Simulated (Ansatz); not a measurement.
# P2F (sextet): the correlation ladder, cc-pVDZ

How much of the correlation energy of P2F (sextet) does each wave-function method recover here?

Computed with Ansatz 0.2.0, Gaussian basis. Level: cc-pVDZ, core rule «outside noble gas», up to 11 orbitals frozen.

To be run: UHF; CCSD(T) on ROHF; CCSD(T) on UHF; BCCD(T) on ROHF; CISD; CCSDT(Q) on ROHF; CCSDT(Q) on UHF; CASSCF and MRCISD+Q, 15 electrons in 11 orbitals; CASSCF and NEVPT2, 15 electrons in 11 orbitals.

33 further runs of the same task are left out: 11 for a known fault of the program, 10 that didn't finish, 12 set aside as unsound or not needed.

## (1) The geometry

The geometry is a PBE0/def2-TZVP stationary point (not a proven minimum) of the parent state, kept for this charge and spin.

3 atoms, charge 0, spin multiplicity 6.

Atoms are counted from 1 here; the program's logs count them from 0.

Bond lengths: F1–P2 1.607 Å, P2–P3 2.278 Å. Angles: F1–P2–P3 98.1°.

## (2) UHF

in.yaml

```yaml
crystal:
  periodic: [false, false, false]
  atoms:
    - {symbol: F, position_ang: [0.000000, -0.771205, 1.406859]}
    - {symbol: P, position_ang: [0.000000, 0.637627, 0.634340]}
    - {symbol: P, position_ang: [0.000000, -0.164593, -1.497266]}
basis:
  gaussian: {orbitals: cc-pVDZ}
magnetization: {spin_polarized: true, initial_magnetization: 5}
hamiltonian: {xc: hf}
output: {orbitals: {seedname: orbitals}}
```

Run with:

```bash
$ ansatz run in.yaml --threads 1 --pin off --events-out ev --progress --plain --max-ram 2393MiB
```

After this run come: CCSD(T) on ROHF; CCSD(T) on UHF; BCCD(T) on ROHF; CISD; CCSDT(Q) on ROHF; CCSDT(Q) on UHF; CASSCF and MRCISD+Q, 15 electrons in 11 orbitals; CASSCF and NEVPT2, 15 electrons in 11 orbitals.

Q: Predict the results of all the runs planned. Wanted: UCCSDT(Q) below the RHF energy; RMP2 from UCCSDT(Q); UMP2 from UCCSDT(Q); RCCSD from UCCSDT(Q); RCCSD(T) from UCCSDT(Q); UCCSD(T) from UCCSDT(Q); RCCSDT(Q) from UCCSDT(Q); NEVPT2 valence from UCCSDT(Q); MRCISD+Q valence from UCCSDT(Q).

The runs gave:

| quantity | value |
| --- | --- |
| UCCSDT(Q) below the RHF energy | -10.5944 eV |
| RMP2 from UCCSDT(Q) | +1141.2 meV |
| UMP2 from UCCSDT(Q) | +1170.9 meV |
| RCCSD from UCCSDT(Q) | +299.1 meV |
| RCCSD(T) from UCCSDT(Q) | +57.5 meV |
| UCCSD(T) from UCCSDT(Q) | +59.3 meV |
| RCCSDT(Q) from UCCSDT(Q) | +3.5 meV |
| NEVPT2 valence from UCCSDT(Q) | +1622.2 meV |
| MRCISD+Q valence from UCCSDT(Q) | +179.7 meV |
| levels within 1 kcal/mol (43 meV) | RCCSDT, UCCSDT, RCCSDT(Q) |
| T1 diagnostic | 0.019 |
| effectively unpaired electrons | 5.01 |

**Reading.** RCCSD(T) lands +57.5 meV from the yardstick (0.5 % of the correlation energy). One determinant dominates. Of the multireference levels listed MRCISD+Q valence comes nearest in total energy (+179.7 meV), which doesn't show that its space is the better one. These misses are within one basis, not against nature; the frozen cores of restricted and unrestricted runs differ, which can shift their rows.
